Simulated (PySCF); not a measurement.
Compound: C3H5P.
Bonds: C1–C2, C2–C3, C3–P4 (triple). Hydrogens: H5, H6, H7 on C1; H8, H9 on C2.

Level of theory: PySCF 2.14.0, delta-SCF UKS SCAN, pcX-2 on the ionised atom, pcseg-1 elsewhere, spin-free X2C. These are vertical core ionisation energies against the vacuum level, from separate self-consistent calculations with and without the core hole.

Some binding energies are withheld.

| atom(s) | bonded to | level | binding energy (eV) |
| --- | --- | --- | --- |
| C1 | C and 3 H | C 1s | ? |
| C2 | 2 C and 2 H | C 1s | 291.45 |
| P4 | C (triple bond) | P 1s | ? |
| P4 | C (triple bond) | P 2p3/2 | 136.16 |

Problem. What is the C 1s binding energy of C1?

Solution. 290.84 eV (methyl carbon). The other listed C 1s value is that of C2; the shift against it is -0.61 eV.

Problem. What is the P 1s binding energy of P4?

Solution. 2149.64 eV (phosphorus bonded to C).

The listed C 1s values span 0.61 eV, from C1 (bonded to C and 3 H) to C2 (bonded to 2 C and 2 H). Summing the Pauling electronegativity differences to the bonded atoms, each weighted by its formal bond order, gives -1.05 for the lowest site and -0.70 for the highest.

Problem. Which photon energy gives electrons from C 1s of C2 a kinetic energy of 150 eV, and what is their de Broglie wavelength?

Solution. hν = 291.45 + 150 = 441.45 eV, recoil neglected; λ = 12.264 Å/√(E/eV) = 1.00 Å.

The list is incomplete; no value stands for C 1s of C3 (hole states with ⟨S²⟩ of 1 or more are left out). For 2p shells one spin-free hole was relaxed; a mean-field spin–orbit operator and the ground-state splitting of the three 2p orbitals were then diagonalised within the shell. The shell's mean is (2 × 2p3/2 + 2p1/2)/3, and the degeneracies 2j + 1 give areas of 2:1. 2p1/2 minus 2p3/2 (ligand field included): P 0.89 eV. Isolated species at its GFN2-xTB geometry, gas phase.
